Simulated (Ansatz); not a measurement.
For zinc-blende CdTe, PBE (PAW; Ansatz, a first-principles code) gives:

| Property | Result |
|---|---|
| lattice parameter a | 6.618 Å |
| enthalpy of formation | -0.464 eV/atom |

Problem. What does r²SCAN-D4 in Ansatz (plane waves, PAW) give for the same quantities?

Solution. 
- lattice constant a: 6.529 Å (falls by 1.3 %)
- formation enthalpy: -0.546 eV/atom (moves by -0.082 eV/atom)

For comparison: lattice constant a 6.48 Å (measured, room temperature, no zero-point or thermal correction; as tabulated in Lucero et al. (2012), arXiv:1111.4515); formation enthalpy -0.520 eV/atom (measured, 298 K, not corrected to a static lattice, our sources range from -0.522 to -0.479; as tabulated in Brebrick, High temperature thermodynamic data for CdTe(c), J. Phase Equilib. …).

Changes are worked out from the printed values.

Unless a cell is named, each level is at its own relaxed cell (PBE 36.23, r²SCAN-D4 34.80 Å³/atom).

Levels without +SOC leave out spin–orbit coupling, which shifts energies and cells of such heavy elements.

Ansatz's density-functional and Hartree–Fock values are scalar-relativistic unless marked +SOC, with PAW data made under PBE.
